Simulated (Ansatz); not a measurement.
C₃H₃F₃, SMILES `FCC=C(F)F` at its PBE0-D4/def2-TZVP geometry, where that method's forces vanish. Total charge 0; spin multiplicity 1.

```xyz
9

F     1.0067    0.4909   -1.4894
C     0.8281    0.8250   -0.1695
C    -0.1968   -0.0165    0.5059
C    -0.9135   -0.9891   -0.0210
F    -0.8740   -1.4212   -1.2546
F    -1.8021   -1.6812    0.6629
H     1.7944    0.7209    0.3382
H     0.5372    1.8814   -0.1258
H    -0.3800    0.1899    1.5532
```

(1) What forces (eV/Å) does PBE-D4/def2-TZVPP give on these atoms in the Gaussian-basis code of Ansatz? (An estimate is asked.)

## Answers

(1) Computed: 
```
F1   0.121 -0.144 -0.689
C2  -0.104  0.037  0.375
C3   0.293  0.398  0.218
C4   0.079  0.110  0.062
F5   0.052 -0.274 -0.857
F6  -0.602 -0.459  0.491
H7   0.239  0.003  0.141
H8  -0.051  0.271  0.033
H9  -0.026  0.059  0.227
```
